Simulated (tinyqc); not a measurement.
Inside a calculation. Method: UHF in the sto-3g basis, for H2O, spin multiplicity 1. One step of it, computed by the program tinyqc.

Problem. Orthogonalisation. S = U s U^T; symmetric (Loewdin) form X = U s^(-1/2) U^T, so that X^T S X = 1.

overlap S:
```
,1O 1s,1O 2s,1O 2px,1O 2py,1O 2pz,2H 1s,3H 1s
1O 1s,1.000000,0.236704,0.000000,0.000000,0.000000,0.059099,0.059099
1O 2s,0.236704,1.000000,0.000000,0.000000,0.000000,0.500274,0.500274
1O 2px,0.000000,0.000000,1.000000,0.000000,0.000000,0.000000,0.000000
1O 2py,0.000000,0.000000,0.000000,1.000000,0.000000,0.336586,-0.336586
1O 2pz,0.000000,0.000000,0.000000,0.000000,1.000000,0.227782,0.227782
2H 1s,0.059099,0.500274,0.000000,0.336586,0.227782,1.000000,0.248800
3H 1s,0.059099,0.500274,0.000000,-0.336586,0.227782,0.248800,1.000000
```

Give: eigenvalues of S; X.

Solution.

eigenvalues of S: 0.318  0.384  0.892  1.000  1.083  1.368  1.956

X:
```
,1O 1s,1O 2s,1O 2px,1O 2py,1O 2pz,2H 1s,3H 1s
1O 1s,1.024,-0.146,0.000,0.000,-0.010,0.023,0.023
1O 2s,-0.146,1.283,0.000,0.000,0.117,-0.324,-0.324
1O 2px,0.000,0.000,1.000,0.000,0.000,0.000,0.000
1O 2py,0.000,0.000,0.000,1.139,0.000,-0.260,0.260
1O 2pz,-0.010,0.117,0.000,0.000,1.052,-0.145,-0.145
2H 1s,0.023,-0.324,0.000,-0.260,-0.145,1.239,-0.092
3H 1s,0.023,-0.324,0.000,0.260,-0.145,-0.092,1.239
```
